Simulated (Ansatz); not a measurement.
Cl₂HSi (`Cl[SiH]Cl`) radical. Charge 0, multiplicity 2. The structure was optimised at the PBE0-D4/def2-TZVP level.

```xyz
4

Cl   -0.350   -1.809    0.374
Si    0.218    0.158    0.418
Cl    1.144    0.663   -1.336
H    -1.011    0.988    0.544
```

Question: What is the dipole moment at r2SCAN/def2-TZVPP? (An estimate is asked.)

Answer: Computed: 0.96 D, with components (-0.24, 0.62, 0.69) D in this frame, pointing from negative to positive charge.

Question: And with PBE, B3LYP, ωB97M-V? (Estimate.)

Answer: Ansatz gave: PBE 0.87 D, B3LYP 1.01 D, ωB97M-V 1.06 D.

Question: Give the Mulliken charges with r2SCAN, PBE, B3LYP in def2-TZVPP. (An estimate is asked.)

Answer: Ansatz gave: 
```tsv
atom	r2SCAN	PBE	B3LYP
Cl1	-0.21	-0.18	-0.20
Si2	0.47	0.37	0.44
Cl3	-0.21	-0.18	-0.20
H4	-0.05	-0.02	-0.03
```

B3LYP here is the variant with VWN-RPA as its local correlation; programs differ in this.
